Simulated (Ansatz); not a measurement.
**C2H3O radical: geometry and frequencies at several levels**

The task, for C2H3O radical: geometry and frequencies at several levels. Spin multiplicity 2.

Method: the levels named in each step, in Ansatz 0.2.0.

## (1) The structure to begin with

Bond lengths: C1–O2 1.128 Å, C3–H4 1.068 Å, C3–H5 1.070 Å, C3–H6 1.068 Å. Angles: H4–C3–H5 120.0°, H4–C3–H6 119.9°, H5–C3–H6 120.1°.

As a file:

```xyz
6

C    -0.0726    0.2586   -1.0552
O     0.3178   -0.7744   -1.2865
C    -0.2798    0.6176    2.2121
H    -0.5382    1.3844    2.9084
H    -0.2899    0.8232    1.1618
H    -0.0172   -0.3555    2.5650
```

## (2) A rough first relaxation, PBE-D4/def2-SVP

File input.yaml:

```yaml
crystal:
  periodic: [false, false, false]
  atoms:
    - { symbol: C, position_ang: [-0.07264, 0.25856, -1.0552] }
    - { symbol: O, position_ang: [0.31784, -0.77441, -1.28646] }
    - { symbol: C, position_ang: [-0.2798, 0.6176, 2.21207] }
    - { symbol: H, position_ang: [-0.5382, 1.38438, 2.90838] }
    - { symbol: H, position_ang: [-0.28995, 0.82319, 1.16175] }
    - { symbol: H, position_ang: [-0.01724, -0.35548, 2.56495] }
magnetization:
  spin_polarized: true
  initial_magnetization: 1
basis:
  gaussian: { orbitals: def2-SVP }
hamiltonian:
  xc: pbe
  dispersion: d4
relax:
  f_tol: 0.03
  max_steps: 200
```

Command:

```console
> ansatz run input.yaml --threads 2 --pin off --max-ram 5120MiB --backend cpu --events-out ev --progress --plain --runs-dir out
```

After this run come: Relaxation, HF/STO-3G; Frequencies, HF/STO-3G; Relaxation, HF/6-31G*; Frequencies, HF/6-31G*; Relaxation, LDA/def2-SVP; Frequencies, LDA/def2-SVP; Relaxation, PBE-D4/def2-SVP; Frequencies, PBE-D4/def2-SVP; Relaxation, PBE0-D4/def2-TZVPP; Relaxation, MP2/def2-TZVPP.

**Question.** What will these runs give? Wanted: C1–O2 at PBE0-D4/def2-TZVPP; frequencies at PBE-D4/def2-SVP.

The runs gave:

| quantity | value |
| --- | --- |
| C1–O2 at PBE0-D4/def2-TZVPP | 1.124 Å |
| frequencies at PBE-D4/def2-SVP | 119 to 3076 cm⁻¹ |

The C–O distance spreads over 0.080 Å, from HF/6-31G* (shortest) to PBE-D4/def2-SVP. No mode is imaginary, so the geometry is a minimum.
